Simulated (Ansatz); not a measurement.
# CH₃Si+ (SMILES [CH+]=[SiH2]): functionals against CCSD(T) at one geometry

A test off equilibrium: a structure displaced at random from a GFN2-xTB minimum is computed at several levels, and each is set against CCSD(T).

Method: single points in def2-TZVPP; program: Ansatz 0.2.0, Gaussian basis.

Cores are frozen in the correlated methods.

### 1 The system as given

SMILES `[CH+]=[SiH2]`, 5 atoms, charge 1, spin multiplicity 1.

Atoms are counted from 1 here; the program's logs count them from 0.

Bond lengths: C1–Si2 1.754 Å, C1–H3 1.297 Å, Si2–H4 1.651 Å, Si2–H5 1.504 Å. Angles: Si2–C1–H3 155.8°, C1–Si2–H4 120.2°, C1–Si2–H5 129.0°, H4–Si2–H5 101.2°.

Coordinates:

| atom | x (Å) | y (Å) | z (Å) |
| --- | --- | --- | --- |
| C1 | 0.3289 | -0.8381 | 0.7150 |
| Si2 | -0.4316 | 0.5067 | -0.1165 |
| H3 | 1.2366 | -1.7412 | 0.9185 |
| H4 | -1.5213 | 0.2278 | -1.3247 |
| H5 | 0.1762 | 1.8068 | -0.5652 |

### 2 CCSD(T)/def2-TZVPP

run/in.yaml

```yaml
crystal:
  periodic: [false, false, false]
  atoms:
    - {symbol: C, position_ang: [0.328900, -0.838100, 0.715000]}
    - {symbol: Si, position_ang: [-0.431600, 0.506700, -0.116500]}
    - {symbol: H, position_ang: [1.236600, -1.741200, 0.918500]}
    - {symbol: H, position_ang: [-1.521300, 0.227800, -1.324700]}
    - {symbol: H, position_ang: [0.176200, 1.806800, -0.565200]}
basis:
  gaussian: {orbitals: def2-TZVPP}
total_charge: 1
correlation: {method: ccsd_t}
output: {forces: true}
```

The command line of these runs was not kept.

### 3 PBE0-D4/def2-TZVPP

Edit run/in.yaml of step 2 so:

```diff
@@ -11,3 +11,3 @@
 total_charge: 1
-correlation: {method: ccsd_t}
-output: {forces: true}
+hamiltonian: {xc: pbe0, dispersion: d4}
+output: {forces: true, orbitals: {seedname: orbitals}}
```

### 4 wB97M-V/def2-TZVPP

Edit run/in.yaml of step 3 so:

```diff
@@ -11,3 +11,3 @@
 total_charge: 1
-hamiltonian: {xc: pbe0, dispersion: d4}
-output: {forces: true, orbitals: {seedname: orbitals}}
+hamiltonian: {xc: {name: wB97M-V}}
+output: {forces: true}
```

### 5 r2SCAN-D4/def2-TZVPP

Edit run/in.yaml of step 4 so:

```diff
@@ -11,3 +11,3 @@
 total_charge: 1
-hamiltonian: {xc: {name: wB97M-V}}
+hamiltonian: {xc: r2scan, dispersion: d4}
 output: {forces: true}
```

### 6 PBE-D4/def2-TZVPP

Edit run/in.yaml of step 5 so:

```diff
@@ -11,3 +11,3 @@
 total_charge: 1
-hamiltonian: {xc: r2scan, dispersion: d4}
+hamiltonian: {xc: pbe, dispersion: d4}
 output: {forces: true}
```

### 7 r2SCANh-D4/def2-TZVPP

Edit run/in.yaml of step 6 so:

```diff
@@ -11,3 +11,3 @@
 total_charge: 1
-hamiltonian: {xc: pbe, dispersion: d4}
+hamiltonian: {xc: {name: r2SCANh}, dispersion: d4}
 output: {forces: true}
```

### 8 HSE06-D4/def2-TZVPP

Edit run/in.yaml of step 7 so:

```diff
@@ -11,3 +11,3 @@
 total_charge: 1
-hamiltonian: {xc: {name: r2SCANh}, dispersion: d4}
+hamiltonian: {xc: hse06, dispersion: d4}
 output: {forces: true}
```

(Steps that only read results are left out.)

**Question.** What will these runs give? Wanted: energy less free atoms, CCSD(T)/def2-TZVPP; RMS force component; RMS force error; HOMO and LUMO, PBE0-D4; T1 diagnostic.

As calculated:

| quantity | value |
| --- | --- |
| energy less free atoms, CCSD(T)/def2-TZVPP | -96.3 kcal/mol |
| RMS force component | 1.541 to 1.781 eV/Å over the methods |
| RMS force error | PBE0-D4 0.182, wB97M-V 0.144, r2SCAN-D4 0.224, PBE-D4 0.331, r2SCANh-D4 0.192, HSE06-D4 0.183 eV/Å |
| HOMO and LUMO, PBE0-D4 | -13.94 and -11.11 eV |
| T1 diagnostic | 0.036 |

Against CCSD(T) the functionals' energies less atoms differ by -15.6 to -3.9 kcal/mol, PBE-D4 by -15.6 kcal/mol. The reference is not at the basis limit: in triple zeta CCSD(T) underbinds, which counts against methods that bind more; the gaps are no ranking. On forces the order runs from wB97M-V to PBE-D4. Frozen-core CCSD(T) forces in triple zeta carry basis errors of their own, and this is one geometry, so small gaps rank nothing. The T1 diagnostic is large here, over the usual mark for main-group molecules (transition-metal compounds often pass it harmlessly), so CCSD(T) itself may be off. The restricted Hartree–Fock reference is unstable towards an unrestricted one at one or more of these structures.
